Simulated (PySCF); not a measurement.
Molecule: Allyl Fluoride, C3H5F.

Atoms are numbered as in `[CH2:1]=[CH:2][CH2:3][F:4]`; H(Xn) means a hydrogen on atom n. Ha(C1) is cis to C3; Hb(C1) is trans to C3.

Geometry PBE0-D3(BJ)/def2-SVP throughout; GIAO in PySCF 2.14, gas phase, one conformer, non-relativistic; equivalent atoms averaged; functional PBE0.

(1) How do the absolute shieldings σ depend on the basis set? (ppm; last column core-seconds on shared hosts with different chips, so compare them loosely)

(2) Which nucleus moves most, in ppm?

(3) Taking the largest basis, pcSseg-2 (214 functions), as the yardstick, rank the others by their worst heavy-atom deviation.

Answers

(1) 
```
    basis set  functions     C2     C1     C3     F4  H(C2)  Ha(C1)  Hb(C1)  H(C3)  core-s
       STO-3G         25  123.4  130.7  174.9  457.7  27.20   27.24   27.30  30.07     1.5
        6-31G         46   69.3   86.4  121.4  437.3  26.55   26.42   26.90  27.59     2.6
     pcSseg-0         46   48.5   65.1  106.7  459.7  26.97   26.75   27.04  27.64     1.8
       6-31G*         66   65.9   83.7  116.2  438.5  26.20   26.31   26.64  27.07     3.4
     def2-SVP         81   60.6   80.2  115.6  441.7  25.63   25.65   26.04  26.67     3.9
      cc-pVDZ         81   61.6   82.9  117.8  435.2  25.48   25.55   25.96  26.47     3.1
     pcSseg-1         93   42.1   64.1  100.6  432.0  25.37   25.42   25.72  26.30     4.5
  aug-cc-pVDZ        137   59.6   82.6  115.5  431.4  25.17   25.48   25.88  26.34     5.8
6-311+G(2d,p)        138   45.5   69.5  104.1  428.3  25.39   25.70   26.09  26.55     7.5
    def2-TZVP        154   44.1   68.6  102.2  429.8  25.33   25.68   26.05  26.55     8.8
     IGLO-III        190   37.8   62.7   98.3  428.1  25.23   25.57   25.94  26.37     8.4
      cc-pVTZ        190   46.2   69.9  103.7  429.9  25.18   25.52   25.87  26.38     8.9
     pcSseg-2        214   37.0   61.9   97.8  429.0  25.07   25.43   25.77  26.30      13
```

(2) C2 (alkene CH): from 37.0 ppm with pcSseg-2 to 123.4 ppm with STO-3G. The smallest spread is 1.57 ppm, at Hb(C1). Proton shifts span only some 12 ppm, so a few tenths of a ppm matter as much there as several ppm in carbon.

(3) IGLO-III 1.0 ppm (190 functions), pcSseg-1 5.1 ppm (93 functions), def2-TZVP 7.1 ppm (154 functions), 6-311+G(2d,p) 8.5 ppm (138 functions), cc-pVTZ 9.2 ppm (190 functions), aug-cc-pVDZ 22.6 ppm (137 functions), def2-SVP 23.7 ppm (81 functions), cc-pVDZ 24.6 ppm (81 functions), 6-31G* 28.9 ppm (66 functions), pcSseg-0 30.7 ppm (46 functions), 6-31G 32.3 ppm (46 functions), STO-3G 86.4 ppm (25 functions).

A small basis that lands close on one nucleus may do so by chance; judge by the trend and by all nuclei.
